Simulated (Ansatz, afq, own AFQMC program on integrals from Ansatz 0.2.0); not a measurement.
## Where AFQMC and coupled cluster stand for MgGeH$_{2}$, triplet

```
atom   x (Å)    y (Å)    z (Å)
  Ge  0.0000  -0.0303   0.5186
  Mg  0.0000   0.0481  -1.4839
   H  0.0000   1.1048   1.5826
   H  0.0000  -0.0794  -3.1771
```

Connectivity, by distances: GeH–MgH.

Basis cc-pVDZ. Noble-gas cores (and the filled d shells of Ga–Kr and In–Xe) are frozen. AFQMC by an in-house program on the Cholesky factors that Ansatz 0.2.0 writes for its CCSD(T) run. ph-AFQMC/CISD is guided by a CISD state made of CCSD amplitudes; releasing the constraint for a short imaginary time cuts its bias at the price of noise, slowly where states lie close. Free projection: walkers drawn from exp(T), propagated without any constraint. Its projection time is finite, and what remains of the start isn't in its error. ± is one standard error of the sampling. No spin–orbit coupling.

Determinant: ROHF, the one that the program's search chose, which needn't be the lowest solution. The geometry is a point of a scan.

No full CI on the walks' own integrals is used here; CCSDT(Q) serves as the reference and is uncertain by about the last step of the cluster series.

Cautions: no relativity below Rb; no spin-orbit coupling; inner d shell frozen; lower spins were not checked.

```
T1 diagnostic                               : 0.0222
weight of the determinant in the CISD state : 0.904
size of the correlated space                : 8 electrons in 36 orbitals
```

```json
{"level": "MP2", "correlation energy (eV)": "-2.7757"}
{"level": "CCSD", "correlation energy (eV)": "-3.5380"}
{"level": "CCSD(T)", "correlation energy (eV)": "-3.6113"}
```

Task: Estimate where phaseless AFQMC with a CISD trial lies against CCSD(T) on the same integrals.

Result: 28.0 ± 9.2 meV below CCSD(T).

Reference: CCSDT(Q), correlation energy -3.634 eV. The released energy is read at 2.40 1/Eh (meV from the phaseless value at times in 1/Eh: 1 ± 6 at 0.24, -2 ± 6 at 0.51, 4 ± 5 at 0.99, 1 ± 5 at 1.62, 3 ± 6 at 2.40).

```
         level  E − E(reference) (meV)  share of correlation (%)
       CCSD(T)                    22.5                     99.38
         CCSDT                     2.8                     99.92
   ph-AFQMC/HF            -35.2 ± 32.7                    100.97
 ph-AFQMC/CISD              -5.5 ± 9.2                    100.15
released AFQMC              -2.5 ± 6.3                    100.07
    free AFQMC              -3.3 ± 8.2                    100.09
```

Free projections are given only where their last times agree within the noise and don't stop above the reference; a slow remainder of the start can still hide under it. A walk keeps the symmetry of its determinant, which the program's search chose and which needn't be the lowest solution, so a lower state of the same spin and another symmetry isn't excluded. Released energies are given only where the last usable release times agree within the noise; a slower fall can still hide under it.
